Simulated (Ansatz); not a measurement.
# How methods differ on SiH (SMILES [SiH])

The species is SiH (2 atoms), meant as a doublet with charge 0. SMILES: `[SiH]`. The shape is that of a GFN2-xTB optimisation.

```
atom   x (Å)   y (Å)   z (Å)
  Si  0.0000  0.0000  0.0000
   H  0.0000  0.0000  1.5166
```

Quantity: the energy change with the Si1–H2 bond stretched from 1.517 to 2.275 Å, in eV. The values are calculated.

| level | kind | program | value (eV) | less FCI/6-311G** | CPU time (all runs) |
| --- | --- | --- | --- | --- | --- |
| UHF/6-311G** | Hartree–Fock | Ansatz | 1.65 | +0.10 | 0.46 s |
| U-revPBE/6-311G** | GGA | Ansatz | 1.41 | -0.14 | 4.2 s |
| U-r2SCAN/6-311G** | meta-GGA | Ansatz | 1.56 | +0.01 | 8 s |
| U-r2SCAN0/6-311G** | hybrid meta-GGA | Ansatz | 1.67 | +0.12 | 5.8 s |
| U-wB97X/6-311G** | range-separated hybrid | Ansatz | 1.74 | +0.19 | 9.2 s |
| UMP2/6-311G** | perturbation theory | Ansatz | 1.92 | +0.37 | 0.6 s |
| UCCSDT(Q)/6-311G** | coupled cluster or CI | Ansatz | 1.55 | 0.00 | 4.7 s |
| FCI/3-21G | exact in the basis | Ansatz | 1.10 | -0.45 | 0.92 s |
| FCI/6-311G** | exact in the basis | Ansatz | 1.55 | 0.00 | 7.2 s |

FCI/6-311G** is exact within its basis and frozen core, so for wave-function methods in that basis the difference is their error; functionals converge differently with the basis, so for them it is only a difference. The first shape isn't each level's own minimum. The values span 1.10 to 1.92 eV. Spin contamination of the reference (⟨S²⟩ at least 0.1 too high) touches UHF/6-311G**, UMP2/6-311G**, UCCSDT(Q)/6-311G**. High-level rows in very small sets aren't better than simpler rows in larger ones. Times are those of the runs behind each value, whatever else they computed, on shared processors of several kinds: orders of magnitude only.
